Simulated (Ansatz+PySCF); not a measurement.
## singlet NH₃: levels of theory in one basis

```xyz
4

N     0.0000    0.0000    0.1216
H     0.8423    0.0000   -0.2432
H    -0.4679    0.8105   -0.2837
H    -0.4679   -0.8105   -0.2837
```

Basis set: 6-31G (spherical functions). Frozen core: 1 orbital. Charge 0, multiplicity 1.

Computed with Ansatz (development build ahead of 0.2.0); each method stands on the lowest determinant of its kind that the runs found.

```tsv
method	E − E(RHF) (eV)	<S²> of the determinant
RHF	0.00	0.00
RHF-CCSD	-3.43	–
RHF-CCSD(T)	-3.47	–
full CI (lowest root of this spin)	-3.48	–
```

(1) What does RHF-MP2 give on the same scale?

(2) Is a single determinant a sound starting point here?

Results:

(1) -3.09 eV.

(2) By this sign, yes. Unrestricted orbitals gain 0.00 eV and <S²> is 0.00 against 0.00 for a pure state.
